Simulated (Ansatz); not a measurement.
# Scan of CH2, triplet

Starting geometry (PBE0/def2-TZVP stationary point for this spin, not checked as a minimum):

```yaml
atoms:
  - { symbol: C, position_ang: [0.0000, -0.0596, 0.0000] }
  - { symbol: H, position_ang: [0.0000, 0.3549, -0.9962] }
  - { symbol: H, position_ang: [0.0000, 0.3549, 0.9962] }
```

From there the angle named below is changed in its plane at fixed bond lengths, both arms turning rigidly about the middle atom; atoms are numbered as listed. Energies are in kJ/mol, counted from the starting geometry at the same level. Kohn–Sham curves are unrestricted where that lies lower.

Basis cc-pVDZ; Ansatz 0.2.0. Correlated methods freeze the noble-gas cores.

In so small a basis the reference is far from its limit while semilocal and hybrid functionals are nearer theirs (RPA and double hybrids share much of the reference's basis error), so the functionals' errors here hold much of the reference's basis and frozen-core error, which can add to them or hide them.

Full CI is exact within this basis and frozen core; it isn't the basis-set limit.

```tsv
angle H2-C1-H3 (°)	full CI	PBE	revPBE	r2SCAN	PBE0	B3LYP	BHLYP	wB97M-V	B2PLYP	RPA-PBE
70.9	212.2	206.9	207.1	207.5	211.4	213.7	219.6	214.9	214.8	211.5
91.3	85.6	85.2	84.8	84.0	86.5	87.7	89.5	88.6	87.4	84.6
101.3	46.4	47.6	47.1	45.9	47.8	48.6	49.2	49.5	48.0	45.4
122.1	4.4	6.1	5.8	5.1	5.7	5.9	5.5	6.4	5.3	3.9
134.8	0.0	0.0	0.0	0.0	0.0	0.0	0.0	0.0	0.0	0.0
141.2	2.2	0.8	1.0	1.5	1.2	1.1	1.6	0.8	1.7	2.5
155.7	13.4	8.0	8.7	10.2	9.8	9.5	11.6	8.5	11.5	14.4
180.0	27.5	17.7	18.9	21.2	21.1	20.6	24.5	18.9	24.4	29.3
```
